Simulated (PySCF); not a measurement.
Start geometry of `OO` (hydrogen peroxide) from MMFF94s (Å):
```
atom  x, y, z in Å
O1    -0.5904    0.1268    0.3374
O2     0.6303    0.1973   -0.3352
H3    -1.2044   -0.2298   -0.4282
H4     1.2478   -0.1848    0.3955
```

Q: What comes out of this run: PBE0-D3(BJ)/def2-SVP geometry optimisation, gas phase in PySCF?

A: 
```
atom  x, y, z in Å
O1    -0.667    0.167    0.220
O2     0.667    0.270   -0.250
H3    -1.066   -0.376   -0.473
H4     1.150   -0.152    0.473
```

The energy falls by 24.0 kJ/mol over 6 energy and gradient evaluations, the largest force component goes from 0.0548 to 2.2e-04 Eh/bohr, and the atoms move by 0.091 Å rms after alignment. The bond that changes most is O1–H3 (peroxide oxygen to hydroxyl hydrogen), which shortens by 0.077 Å. Bonds longer at the end by more than 0.005 Å: 1 of 3; shorter: 2. Among the dihedrals that turn most is H3–O1–O2–H4, from -138° to -119°. Rotational constants go from 265162, 28783, 26674 to 305031, 27656, 26544 MHz. The orientation of the end geometry is arbitrary; only internal coordinates are fixed.

The run used 38 basis functions and 36 SCF cycles in all.

PBE0-D3(BJ)/def2-SVP frequencies: not computed here. One conformer, not necessarily the lowest.
